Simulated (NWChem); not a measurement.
# One shape, several levels: C2H6B (SMILES [BH]CC)

Wanted: a comparison of 3 runs (UHF/STO-3G, UHF/3-21G, UB3LYP/6-31G*) of C2H6B. 

Program for the calculation: NWChem 7.3.0.

### 1 Starting point

C2H6B: 9 atoms, total charge 0, spin state doublet. As SMILES, `[BH]CC`. The shape is that of a PBE0-D4/def2-TZVP optimisation. This is one conformer, not always the lowest.

Bond lengths: B1–C2 1.537 Å, C2–C3 1.524 Å, B1–H4 1.197 Å, C2–H5 1.103 Å, C2–H6 1.103 Å, C3–H7 1.093 Å, C3–H8 1.092 Å, C3–H9 1.092 Å. Some angles: B1–C2–C3 119.1°, B1–C2–H5 105.7°, B1–C2–H6 105.7°, C3–C2–H5 110.9°, C3–C2–H6 110.9°, C2–B1–H4 127.6°, C2–C3–H7 111.8°, C2–C3–H8 110.9°, C2–C3–H9 110.9°, H5–C2–H6 103.0°.

### 2 Energy and forces at UHF/STO-3G (run 1)

Input file work.xyz:

```xyz
9
C2H6B hf
B     -1.415300     0.517300    -0.623600
C      0.077500     0.346900    -0.300600
C      0.504700    -0.731500     0.688600
H     -1.915600     1.307200    -1.370300
H      0.580700     0.211000    -1.273200
H      0.428600     1.341200     0.024500
H      1.588300    -0.746200     0.828800
H      0.197300    -1.721000     0.344100
H      0.042200    -0.571000     1.664600
```

Input file work.nw:

```
echo
start work
title "C2H6B hf"
memory 2200 mb
charge 0
geometry units angstrom noautosym nocenter noautoz
load format xyz work.xyz
end
basis spherical bse
B library STO-3G
C library STO-3G
H library STO-3G
end
scf
nopen 1
uhf
thresh 1e-08
maxiter 80
noprint "final vectors analysis"
end
task scf gradient
```

Started as:

```sh
$ nwchem work.nw > work.out
```

The log of the run:

```text
[...]
  functions       =    21
[...]
  wavefunction    = UHF
[...]
         Total SCF energy =   -102.582505593406
      One electron energy =   -262.845294979745
      Two electron energy =     97.108719575997
 Nuclear repulsion energy =     63.154069810342
                       Sz =      0.5000
                 Sz(Sz+1) =      0.7500
                      S^2 =      0.7518
[...]
                         UHF ENERGY GRADIENTS
    atom               coordinates                        gradient
                 x          y          z           x          y          z
   1 B      -2.674529   0.977555  -1.178433    0.038634  -0.006209   0.009934
   2 C       0.146454   0.655546  -0.568052   -0.023460  -0.029989   0.023410
   3 C       0.953745  -1.382335   1.301265   -0.001958   0.013842  -0.012311
   4 H      -3.619959   2.470250  -2.589492   -0.015182   0.012229  -0.012427
   5 H       1.097364   0.398732  -2.405999    0.001214   0.003662  -0.010901
   6 H       0.809937   2.534500   0.046298    0.000156   0.011371  -0.002055
   7 H       3.001452  -1.410114   1.566205    0.005272  -0.000751   0.001292
   8 H       0.372843  -3.252218   0.650255   -0.002045  -0.004306  -0.001015
   9 H       0.079746  -1.079034   3.145638   -0.002631   0.000150   0.004073
[...]
```

Run time: 1.4 s. Hardware: 1 thread of Intel Xeon 6975P-C (Granite Rapids), shared host; peak memory 0.094 GiB.

### 3 Energy and forces at UHF/3-21G (run 2)

Input file m1.nw:

```
START m1
memory 2200 mb

GEOMETRY units angstroms noautosym nocenter noautoz
   B     -1.415300     0.517300    -0.623600
   C      0.077500     0.346900    -0.300600
   C      0.504700    -0.731500     0.688600
   H     -1.915600     1.307200    -1.370300
   H      0.580700     0.211000    -1.273200
   H      0.428600     1.341200     0.024500
   H      1.588300    -0.746200     0.828800
   H      0.197300    -1.721000     0.344100
   H      0.042200    -0.571000     1.664600
END

BASIS spherical bse
   * library 3-21G
END

SCF
   doublet
   uhf
   thresh 1e-08
   maxiter 80
   print medium
END

TASK scf gradient
```

Started as:

```sh
$ nwchem m1.nw > m1.out
```

The log of the run:

```text
[...]
  functions       =    39
[...]
  wavefunction    = UHF
[...]
         Total SCF energy =   -103.258802334406
      One electron energy =   -262.418536105882
      Two electron energy =     96.005663961134
 Nuclear repulsion energy =     63.154069810342
                       Sz =      0.5000
                 Sz(Sz+1) =      0.7500
                      S^2 =      0.7519
[...]
                         UHF ENERGY GRADIENTS
    atom               coordinates                        gradient
                 x          y          z           x          y          z
   1 B      -2.674529   0.977555  -1.178433    0.020415   0.000311   0.002123
   2 C       0.146454   0.655546  -0.568052   -0.015540  -0.015780   0.011958
   3 C       0.953745  -1.382335   1.301265   -0.002812   0.011601  -0.010455
   4 H      -3.619959   2.470250  -2.589492   -0.002703   0.001578  -0.001690
   5 H       1.097364   0.398732  -2.405999   -0.000193   0.001491  -0.005611
   6 H       0.809937   2.534500   0.046298   -0.000777   0.005697  -0.000785
   7 H       3.001452  -1.410114   1.566205    0.005693  -0.000573   0.001184
   8 H       0.372843  -3.252218   0.650255   -0.001708  -0.004677  -0.001236
   9 H       0.079746  -1.079034   3.145638   -0.002374   0.000352   0.004513
[...]
```

It took 1.6 s on 1 thread of Intel Xeon 6975P-C (Granite Rapids), shared host; peak memory 0.096 GiB.

### 4 Energy and forces at UB3LYP/6-31G(d) (Cartesian functions) (run 3)

Input file c2h6b.nw:

```
start c2h6b
title "C2H6B B3LYP"
memory total 2200 mb
charge 0
geometry noautosym nocenter noautoz
   B       -1.415300       0.517300      -0.623600
   C        0.077500       0.346900      -0.300600
   C        0.504700      -0.731500       0.688600
   H       -1.915600       1.307200      -1.370300
   H        0.580700       0.211000      -1.273200
   H        0.428600       1.341200       0.024500
   H        1.588300      -0.746200       0.828800
   H        0.197300      -1.721000       0.344100
   H        0.042200      -0.571000       1.664600
end
basis "ao basis"
   * library 6-31G*
end
dft
   xc b3lyp
   mult 2
   grid xfine
   convergence energy 1e-08
   iterations 100
   mulliken
   print low
end
task dft gradient
```

Started as:

```sh
$ nwchem c2h6b.nw > c2h6b.out
```

The log of the run:

```text
[...]
 d= 0,ls=0.0,diis     1   -104.5416320788 -1.68D+02  8.10D-03  7.84D-02     3.1
[...]
 d= 0,ls=0.0,diis    10   -104.5819564537 -1.58D-09  3.94D-07  3.07D-10    27.9
[...]
         Total DFT energy =     -104.581956453743
      One electron energy =     -263.616858901921
           Coulomb energy =      113.007191406574
    Exchange-Corr. energy =      -17.126358768737
 Nuclear repulsion energy =       63.154069810342
[...]
      <S2> =      0.7511 (Exact =     0.7500)
                         DFT ENERGY GRADIENTS
    atom               coordinates                        gradient
                 x          y          z           x          y          z
   1 B      -2.674529   0.977555  -1.178433    0.007289   0.000619   0.000315
   2 C       0.146454   0.655546  -0.568052   -0.001942  -0.004127   0.003399
   3 C       0.953745  -1.382335   1.301265   -0.001070   0.002460  -0.002286
   4 H      -3.619959   2.470250  -2.589492   -0.000470  -0.000614   0.000481
   5 H       1.097364   0.398732  -2.405999   -0.001466   0.000685   0.001518
   6 H       0.809937   2.534500   0.046298   -0.001174  -0.001571  -0.001075
   7 H       3.001452  -1.410114   1.566205   -0.002471   0.000331  -0.000565
   8 H       0.372843  -3.252218   0.650255    0.000480   0.002343   0.000535
   9 H       0.079746  -1.079034   3.145638    0.000825  -0.000127  -0.002323
 Task  times  cpu:       31.6s     wall:       31.6s
[...]
```

It took 32 s on 1 thread of Intel Xeon 6975P-C (Granite Rapids), shared host; peak memory 0.14 GiB.

### 5 Overview of the runs

```tsv
run	level	Cartesian functions	iteration cap	energy (Eh)	dipole moment (D)	⟨S²⟩	largest force (eV/Å)	wall time
1	UHF/STO-3G	no	80	-102.582506	0.22	0.752	2.298	1.4 s
2	UHF/3-21G	no	80	-103.258802	0.85	0.752	1.294	1.6 s
3	UB3LYP/6-31G* (Cartesian functions)	yes	100	-104.581956	–	0.751	0.377	32 s
```

### 6 Outcome

| quantity | value |
| --- | --- |
| run 3: total energy | -104.58196 Eh |
| run 3: ⟨S²⟩ | 0.751 |
| run 3: largest force on an atom | 0.377 eV/Å |

What this shows: In run 1 the basis is minimal, so the values are rough. All runs together took 35 s, the longest 32 s.
